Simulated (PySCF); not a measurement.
Dissociation curve of Cl2, singlet.

- UKS-TPSSh = unrestricted TPSSh/6-31G (PySCF)
- UCCSD = CCSD on UHF/6-31G, 10 core orbitals frozen (PySCF 2.14.0)
- RKS-BHandHLYP = restricted BHandHLYP/6-31G (PySCF)
- RKS-LDA (SVWN5) = restricted LDA (SVWN5)/6-31G (PySCF)
- UCCSD(T) = CCSD(T) on UHF/6-31G, 10 core orbitals frozen in PySCF 2.14.0

Energies are in kcal/mol, each relative to the lowest point of its own curve near equilibrium.

| R / Å | UKS-TPSSh | UCCSD | RKS-BHandHLYP | RKS-LDA (SVWN5) | UCCSD(T) |
|---|---|---|---|---|---|
| 1.49 | 264.0 | 279.4 | 258.8 | 258.5 | 280.1 |
| 1.58 | 168.3 | 180.9 | 163.5 | 163.9 | 181.6 |
| 1.69 | 92.5 | 102.5 | 88.4 | 89.2 | 103.1 |
| 1.79 | 50.0 | 57.8 | 46.6 | 47.5 | 58.4 |
| 1.88 | 26.0 | 32.2 | 23.4 | 24.2 | 32.7 |
| 1.91 | 20.3 | 25.9 | 18.0 | 18.7 | 26.4 |
| 1.98 | 10.4 | 14.7 | 8.6 | 9.2 | 15.1 |
| 2.04 | 4.9 | 8.1 | 3.7 | 4.1 | 8.5 |
| 2.11 | 1.3 | 3.3 | 0.7 | 0.9 | 3.5 |
| 2.19 | 0.0 | 0.5 | 0.0 | 0.0 | 0.7 |
| 2.29 | 1.3 | 0.0 | 2.1 | 1.7 | 0.0 |
| 2.45 | 7.4 | 3.1 | 9.6 | 8.4 | 2.7 |
| 2.69 | 18.9 | 11.0 | 24.8 | 22.0 | 9.9 |
| 2.95 | 28.7 | 18.1 | 41.4 | — | 17.3 |
| 3.27 | 33.8 | 22.2 | 58.6 | — | 22.6 |
| 3.57 | 35.5 | — | 70.7 | — | — |
| 3.93 | 36.2 | — | 80.9 | — | — |
| 4.32 | 36.5 | — | 88.2 | — | — |
| 4.91 | 36.7 | — | 94.7 | — | — |
| 5.39 | 36.8 | — | 97.6 | — | — |
| 6.00 | 36.8 | — | 100.0 | — | — |
| 6.93 | 36.8 | — | 102.2 | — | — |
| 7.95 | 36.8 | — | 103.8 | — | — |

At the longest distance, 7.95 Å, RKS-BHandHLYP lies highest above its minimum (103.8 kcal/mol) and UKS-TPSSh lowest (36.8 kcal/mol).

Dashes: no converged value, or the column stops at the first point that the program doubted or that broke a chosen test of continuity, which isn't proof of a fault.

The unrestricted determinant behind UKS-TPSSh is spin-contaminated at 2.69 to 7.95 Å (<S²> up to 1.0, against 0.00 for a pure singlet). The unrestricted determinant behind UCCSD, UCCSD(T) is spin-contaminated at 2.19 to 7.95 Å (<S²> up to 1.0, against 0.00 for a pure singlet). The restricted form behind RKS-BHandHLYP, RKS-LDA (SVWN5) keeps the bonding electrons paired and can't separate into open-shell fragments.
